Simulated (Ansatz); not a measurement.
hcp Cd, treated with LDA (PAW; Ansatz, a quantum-chemistry and plane-wave program).

Settings: plane-wave cutoff 520 eV, 24×24×10 k mesh (along the axes of the cell as run), Fermi–Dirac smearing 0.05 eV, scalar-relativistic PAW data made under PBE.

Cell (relaxed at this level):

Cd is modelled in the hexagonal space group P6₃/mmc (No. 194), the hcp (Mg type) structure, Pearson symbol hP2. Cell: a = 2.903 Å, b = 2.903 Å, c = 5.497 Å, α = 90.00°, β = 90.00°, γ = 120.00°. Cd on 2c is surrounded by 6 Cd at 2.903 Å and 6 Cd at 3.219 Å (anticuboctahedral). (Neighbours: up to the widest gap in distance over summed covalent radii, below 1.35, at either atom.)

Q: What does this level give for the bulk modulus B0?

A: 
bulk modulus B0: 63.3 GPa

The run finds no gap.

Measured, for comparison: bulk modulus 53.8 GPa (zero-point energy and finite temperature contributions removed, our sources range from 50.7 to 53.8; as tabulated in doi:10.1021/acs.jctc.3c00612). Computed (rounded) less measured: bulk modulus +18 % (+18 % to +25 % over the range).

Note: the bulk modulus comes from volumes at which shape and atoms were relaxed.

The computed numbers hold no vibrational or temperature effects.

It cost very roughly 5 core-minutes of CPU time.
